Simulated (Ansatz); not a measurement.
Input and output for `BOB`.

```yaml
crystal:
  periodic: [false, false, false]
  atoms:
    - {symbol: B, position_ang: [-1.059763, 0.214347, -0.528894]}
    - {symbol: O, position_ang: [-0.163257, 0.458586, 0.471655]}
    - {symbol: B, position_ang: [1.049218, -0.157401, 0.593875]}
    - {symbol: H, position_ang: [-0.796746, -0.590791, -1.377960]}
    - {symbol: H, position_ang: [-2.085768, 0.827796, -0.510366]}
    - {symbol: H, position_ang: [1.734628, 0.155936, 1.521984]}
    - {symbol: H, position_ang: [1.382989, -0.976672, -0.215894]}
basis:
  gaussian: {orbitals: ANO-RCC-VTZP}
hamiltonian: {xc: {name: PBE0}}
```

```sh
$ ansatz run in.yaml --threads 4 --pin off --events-out ev --progress --plain --max-ram 10444MiB
```

Output, abridged:

```
Functional definition: PBE0
992 factors; their error is unknown
mean field evaluation 1: about -3461.8943 eV, gradient 4.2e1 eV
mean field evaluation 2: about -3457.3256 eV, gradient 6.6e1 eV
mean field evaluation 4: about -3464.8761 eV, gradient 1.1e0 eV
mean field evaluation 8: about -3464.8807 eV, gradient 1.9e-1 eV
mean field -3464.88080419 eV, -127.3320209734 hartree, gradient 8.1e-5 eV, S^2 0.000000; 0 other end points of the search recorded, 0 dependent functions left out
reference -3464.88084049 eV, -127.3320223075 hartree; 11, 11 occupied and 135, 135 virtual orbitals, 992 factors
Total energy: -3464.88084049 eV, -127.3320223075 hartree
Relativity: scalar
```

Run time 1.4 s (4 threads of an Intel Xeon Platinum 8259CL on a shared host); peak host memory 0.3 GiB.
